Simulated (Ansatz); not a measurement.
Solid CO2 (dry ice) was calculated with LDA (Ansatz, a first-principles code, PAW).

Numerical settings: plane-wave cutoff 520 eV, 6×6×6 k mesh, Fermi–Dirac smearing 0.01 eV, scalar-relativistic PAW data made under PBE.

Response to compression and expansion:

Shape and atoms are relaxed at each volume.

| V (Å³/atom) | P (GPa) | direct gap at Γ (eV) |
|---|---|---|
| 11.803 | 0.76 | 6.892 |
| 12.049 | 0.36 | 6.850 |
| 12.295 | 0.00 | 6.811 |
| 12.541 | -0.29 | 6.776 |
| 12.787 | -0.53 | 6.744 |

A straight line through the gaps at Γ against ln V gives a volume deformation potential dE_g(Γ)/d ln V of -1.9 eV: the gap at Γ widens under compression.

Note: the bulk modulus comes from volumes at which shape and atoms were relaxed.
